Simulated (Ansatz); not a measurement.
AlFH₂S, SMILES `[F][AlH][SH]`. Total charge 0; spin multiplicity 1. The geometry is a stationary point of PBE0-D4/def2-TZVP. It is one conformer, not always the lowest.

```xyz
5

F    -1.240   -1.661    0.525
Al   -0.412   -0.411   -0.153
S     0.977    0.638    1.140
H    -0.655   -0.041   -1.659
H     1.330    1.474    0.147
```

Question: What is the dipole moment at r2SCAN/def2-TZVPP? (Estimate.)

Answer: The calculation gave: 1.82 D, with components (0.55, 1.19, -1.27) D in this frame, pointing from negative to positive charge.

Question: And with PBE, B3LYP, ωB97M-V? (Best estimate.)

Answer: Computed: PBE 1.79 D, B3LYP 1.85 D, ωB97M-V 1.82 D.

Question: Give the Mulliken charges with r2SCAN, B3LYP, ωB97M-V in def2-TZVPP. (Best estimate.)

Answer: Ansatz gave: 
| atom | r2SCAN | B3LYP | ωB97M-V |
| --- | --- | --- | --- |
| F1 | -0.35 | -0.35 | -0.34 |
| Al2 | 0.65 | 0.61 | 0.57 |
| S3 | -0.26 | -0.25 | -0.25 |
| H4 | -0.15 | -0.12 | -0.10 |
| H5 | 0.12 | 0.11 | 0.12 |

B3LYP here is the variant with VWN-RPA as its local correlation; programs differ in this.
